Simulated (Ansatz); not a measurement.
The same path of H2 + H5NSi (9 atoms, charge 0, multiplicity 1) was run 3 times with different band settings. Lost on the way: Si1–N2, H8–H9. Made: Si1–H8, N2–H9.

Theory: Ansatz, RKS PBE0/def2-SVP.

Relaxed end points:

```xyz
9
Properties=species:S:1:pos:R:3
Si -0.298 0.547 0.007
N 0.047 -0.043 1.604
H -0.714 -0.401 2.171
H 0.706 0.464 2.185
H 1.003 0.783 -0.686
H -1.082 1.826 -0.070
H -1.090 -0.499 -0.706
H 1.726 -2.917 1.900
H 1.352 -2.263 1.774
```

```xyz
9
Properties=species:S:1:pos:R:3
Si 0.384 0.037 -0.453
N -0.036 -0.619 2.388
H -0.998 -0.886 2.593
H 0.181 0.161 3.007
H 0.595 0.374 -1.905
H 0.447 1.327 0.291
H -0.958 -0.607 -0.362
H 1.487 -0.892 -0.073
H 0.547 -1.397 2.694
```

Common settings: spring 5.0 eV/Å²; optimiser quadratic models (default); start path through a guess of the saddle point; iteration limit 60; end points relaxed.

| run | movable images | climbing image | force threshold |
| --- | --- | --- | --- |
| 1 | 5 | yes | 0.05 eV/Å |
| 2 | 5 | yes | 0.2 eV/Å |
| 3 | 2 | no | 0.05 eV/Å |

Problem. What does each run give, and how far can it be trusted?

Solution. Run 1: converged after 19 iterations, highest image 1.831 eV above the first end. Neighbouring images differ by up to 1.6 eV, so the band resolves the path poorly. A vibrational analysis at the climbing image gives one clearly imaginary mode, 1350i cm⁻¹: a first-order saddle point.
Run 2: converged after 14 iterations, highest image 1.837 eV above the first end. The threshold of 0.2 eV/Å is loose, so the images may lie well off the minimum-energy path. Neighbouring images differ by up to 1.6 eV, so the band resolves the path poorly. The order of the point at the top wasn't checked.
Run 3: converged after 14 iterations, highest image 0.563 eV above the first end. No image climbed, so the highest image needn't sit at the top of the path. A band with more images between the same ends climbed to 1.83 eV, so this one has probably stepped over the top. So few images can step over the top or miss a turn of the path.
The orbitals stay closed-shell, which can raise the energy where a bond breaks towards radicals; this wasn't checked here.
